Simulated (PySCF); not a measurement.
# B(H2O)H3: computed shieldings and shifts

B(H2O)H3, BH5O, point group Cs.

Bonds: B1-O2 1.675 Å. B1 carries H5, H6, H7; O2 carries H3, H4.

GIAO calculations in PySCF 2.14 on the PBE0-D3(BJ)/def2-SVP structure: isolated species, non-relativistic, equivalent atoms averaged; basis pcSseg-1.

(1) Give the isotropic shieldings (ppm) with KT2, PBE0.

(2) And the chemical shifts, against references computed in the same way?

(3) Which part of the shielding of O2 depends on the functional?

(4) What couplings does B3LYP/pcJ-1 give?

Results:

(1) 
| atoms | environment | KT2 | PBE0 |
| --- | --- | --- | --- |
| O2 | oxygen bonded to B, 2 H | 302.5 | 309.2 |
| B1 | boron bonded to O, 3 H | 98.3 | 100.4 |
| H5/H6/H7 | hydrogen on a boron bonded to O | 27.42 | 27.66 |
| H3/H4 | hydrogen on an oxygen bonded to B | 28.83 | 28.74 |
| HOMO–LUMO gap (eV) | – | 5.48 | 7.85 |

(2) 
```tsv
atoms	nucleus, reference	KT2	PBE0
O2	17O, H2O	28.2	25.4
B1	11B, BF3·OEt2	1.6	0.3
H5/H6/H7	1H, TMS	3.76	3.60
H3/H4	1H, TMS	2.35	2.52
```

(3) Diamagnetic: KT2 384, PBE0 385 ppm; paramagnetic: KT2 -82, PBE0 -76 ppm. The diamagnetic part, set mainly by inner electrons, hardly moves; the paramagnetic part goes with low-lying magnetically allowed excitations and carries the spread.

(4) 1J(B1,H5) = 123.2, 1J(O2,H3) = -85.4, 1J(B1,O2) = 10.1, 2J(H3,H4) = -8.4, 2J(O2,H5) = -7.8, 2J(H5,H6) = -6.0, 3J(H3,H5) = 2.9 Hz (averaged over equivalent pairs; isotopes 11B, 1H, 17O).

Experimental scales use liquid or dissolved standards, which lie at an offset from isolated H2O (liquid H2O: subtract about 36 ppm).
